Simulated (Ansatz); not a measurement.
Fluorite CdF2 was calculated with r²SCAN0 in Ansatz (PAW).

Numerical settings: plane-wave cutoff 600 eV, 8×8×8 k mesh, scalar-relativistic PAW data made under PBE.

Computed at the level's own relaxed cell.

```xyz
3
Lattice="0.0000 2.6791 2.6791 2.6791 0.0000 2.6791 2.6791 2.6791 0.0000" Properties=species:S:1:pos:R:3 pbc="T T T"
Cd     0.0000     0.0000     0.0000
F      1.3396     1.3396     1.3396
F      4.0187     4.0187     4.0187
```

**Question.** Give the elastic tensor (Voigt notation, GPa, ions relaxed, in the Cartesian axes of the cell as printed).

**Answer.** 
```
  200.9    76.8    76.8     0.0     0.0     0.0
   76.8   200.9    76.8     0.0     0.0     0.0
   76.8    76.8   200.9     0.0     0.0     0.0
    0.0     0.0     0.0    26.2     0.0     0.0
    0.0     0.0     0.0     0.0    26.2     0.0
    0.0     0.0     0.0     0.0     0.0    26.2
```

Ansatz is a quantum-chemistry and plane-wave program.
